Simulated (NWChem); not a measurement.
System: methane (CH₄); SMILES C

The following NWChem deck was run.

```
start job
memory heap 200 mb stack 900 mb global 1100 mb
geometry units angstroms noautoz
  C     -0.000000     0.000000    -0.000002
  H     -0.854020    -0.241787    -0.646521
  H      0.868943     0.254416    -0.621295
  H     -0.255660     0.855214     0.639562
  H      0.240735    -0.867844     0.628240
end
basis spherical
  * library def2-tzvp
end
dft
  xc b3lyp
  iterations 150
  mulliken
end
task dft energy
```

All runs use the structure optimised with PBE0/def2-SVP. B3LYP is NWChem's, with the RPA form of VWN correlation.

### Question
Predict the main results of this run. (B3LYP/def2-TZVP.) Quantities: basis functions; energy (Ha); highest occupied level (eV); orbital gap (eV).

### Answer
```yaml
number_of_basis_functions: 55
energy (Ha): -40.54
highest occupied level (eV): -10.72
orbital gap (eV): 12.00
```
